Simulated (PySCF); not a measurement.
N-ethylethylenediamine, C4H12N2.
Bonds: C1–C2, C2–N3, N3–C4, C4–C5, C5–N6. Hydrogens: H7, H8, H9 on C1; H10, H11 on C2; H12 on N3; H13, H14 on C4; H15, H16 on C5; H17, H18 on N6.

Computed with PBE0-D3(BJ)/def2-SVP geometry optimisation, gas phase (PySCF 2.14.0).

Problem. What internal coordinates does the optimisation give?

Solution. 
```
               bond  length (pm)
              C1–C2        151.6
              C2–N3        144.7
              N3–C4        144.9
              C4–C5        153.0
              C5–N6        144.8
C1–H7, C1–H8, C1–H9        110.1
             C2–H10        110.3
             C2–H11        111.4
             N3–H12        101.6
             C4–H13        110.4
             C4–H14        111.4
     C5–H15, C5–H16        110.4
     N6–H17, N6–H18        102.1
```

Bonds in one row agree within 1 pm and their mean is given. A selection of angles:
```
     angle  degrees
  C2–C1–H7    111.1
  H7–C1–H8    107.8
  H8–C1–H9    108.6
  C1–C2–N3    111.3
 C1–C2–H10    109.2
 N3–C2–H10    108.5
 N3–C2–H11    112.3
H10–C2–H11    105.6
  C2–N3–C4    115.3
 C2–N3–H12    109.6
 C4–N3–H12    110.5
  N3–C4–C5    111.3
 N3–C4–H13    107.9
 N3–C4–H14    112.7
 C5–C4–H13    108.3
 C5–C4–H14    109.8
H13–C4–H14    106.7
  C4–C5–N6    114.4
 C4–C5–H15    109.2
 N6–C5–H15    108.6
H15–C5–H16    105.4
 C5–N6–H17    109.3
 C5–N6–H18    106.9
H17–N6–H18    105.0
```

Torsions: C1–C2–N3–C4 179° (antiperiplanar); C2–N3–C4–C5 81° (synclinal); N3–C4–C5–N6 55° (synclinal). The mirror-image conformer, all signs reversed, is as good.

All 3 C–N bonds measure 1.447 to 1.449 Å. Of the pairs four or more bonds apart, N3···H18 is among the closest relative to their van der Waals radii: 2.46 Å, 89 % of the sum of Bondi's values. N3 (secondary amine nitrogen) is pyramidal (angles 115.3°, 110.5° and 109.6°, sum 335.4°, 0.37 Å off the plane of its three neighbours). N6 (primary amine nitrogen) is pyramidal (angles 109.3°, 106.9° and 105.0°, sum 321.2°, 0.42 Å off the plane of its three neighbours).

Point group: C1 (no symmetry element, even within 0.4 Å). Stationary, but not proved a minimum. One conformer, not necessarily the lowest (C1–C2–N3–C4 179°, C2–N3–C4–C5 81°, N3–C4–C5–N6 55°, C4–C5–N6–H 67° and -46°).
